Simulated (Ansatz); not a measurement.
## What each rung costs and misses: atomization of NH, triplet

Geometry (MP2(full)/6-31G*, from the G2/97 set):

```xyz
2

N     0.0000    0.0000    0.0000
H     0.0000    0.0000    1.0394
```

Measured, as an electronic atomization energy: 349.6 kJ/mol (G2/97 heats of formation of molecule and atoms, with zero-point and thermal terms from B3LYP taken off; Curtiss et al., J. Chem. Phys. 106, 1063 (1997), Staroverov et al., J. Chem. Phys. 119, 12129 (2003)). The measured value holds scalar relativity and spin–orbit coupling, which all computed ones lack, and core correlation, which the wave-function levels lack. Atoms are taken at the same level, with ROHF references for molecule and atoms in the R rows. Truncated CI is not size-consistent. The atoms' steps beyond CCSDT(Q) are taken from restricted open-shell runs, which share full CI's core. Ansatz 0.2.0; the 6-31G* set has Cartesian d functions; a miss is computed less measured; times are wall times on shared hosts and scatter by a factor of two or so.

```csv
level,basis,miss (kJ/mol),time of the run,hardware
RHF,STO-3G,-160.0,–,–
UHF,STO-3G,-148.6,–,–
RMP2,STO-3G,-115.0,–,–
RCCSD(T),STO-3G,-88.5,0.09 s,1 CPU thread
UCCSD(T),STO-3G,-88.5,0.16 s,1 CPU thread
RCCSDT(Q),STO-3G,-88.5,0.46 s,1 CPU thread
UCCSDTQ,STO-3G,-88.5,0.76 s,1 CPU thread
full CI,STO-3G,-88.5,0.12 s,1 CPU thread
B3LYP,STO-3G,16.5,0.19 s,1 CPU thread
wB97M-V,STO-3G,15.9,0.46 s,1 CPU thread
B2PLYP,STO-3G,-26.1,0.22 s,1 CPU thread
RHF,6-31G,-197.2,–,–
UMP2,6-31G,-116.4,–,–
RCCSD(T),6-31G,-100.8,0.19 s,1 CPU thread
UCCSD(T),6-31G,-100.9,0.19 s,1 CPU thread
RCCSDTQ,6-31G,-100.4,5 s,1 CPU thread
B2PLYP,6-31G,-55.2,0.28 s,1 CPU thread
UHF,6-31G*,-151.2,0.19 s,1 CPU thread
RMP2,6-31G*,-77.2,–,–
UCCSD(T),6-31G*,-67.9,0.34 s,1 CPU thread
UCCSDT(Q),6-31G*,-67.5,1.7 s,1 CPU thread
UCCSDTQ,6-31G*,-67.4,6.5 s,1 CPU thread
MRCISD+Q (valence space),6-31G*,-69.2,0.37 s,1 CPU thread
full CI,6-31G*,-67.2,0.79 s,1 CPU thread
RHF,cc-pVDZ,-161.0,–,–
RMP2,cc-pVDZ,-62.3,–,–
UMP2,cc-pVDZ,-63.0,–,–
RCCSDT(Q),cc-pVDZ,-50.6,1.4 s,1 CPU thread
UCCSDT(Q),cc-pVDZ,-50.7,1.4 s,1 CPU thread
UCCSDTQ,cc-pVDZ,-50.6,3.4 s,H100 + 2 CPU threads
B2PLYP,cc-pVDZ,-20.6,0.24 s,1 CPU thread
UHF,cc-pVTZ,-137.9,0.18 s,1 CPU thread
RCCSD(T),cc-pVTZ,-18.2,1.8 s (with forces),1 CPU thread
UCCSDT(Q),cc-pVTZ,-17.9,10 s,1 CPU thread
MRCISD+Q (valence space),cc-pVTZ,-20.1,0.6 s,1 CPU thread
full CI,cc-pVTZ,-17.6,4.8 s,H100 + 2 CPU threads
B3LYP,cc-pVTZ,15.0,0.33 s,1 CPU thread
B2PLYP,cc-pVTZ,0.7,0.34 s,1 CPU thread
UCCSDT(Q),cc-pVQZ,-8.3,3.2 s,H100 + 2 CPU threads
PBE,cc-pVQZ,19.6,1.6 s,H100 + 2 CPU threads
```

HF's time is that of a plain UHF run. A dash: the level came out of a higher level's run.

A composite of the best parts (unrestricted reference, at this geometry, which isn't the minimum of the high levels):

```tsv
part	kJ/mol
Hartree–Fock limit (T, Q; exp(−5.46 √X))	214.26
CCSD(T) correlation limit (T, Q; X⁻³)	132.67
CCSDT − CCSD(T) (QZ)	0.31
(Q) (QZ)	0.18
CCSDTQ − CCSDT(Q) (DZ)	0.02
sum	347.4
sum less measured	-2.2
```
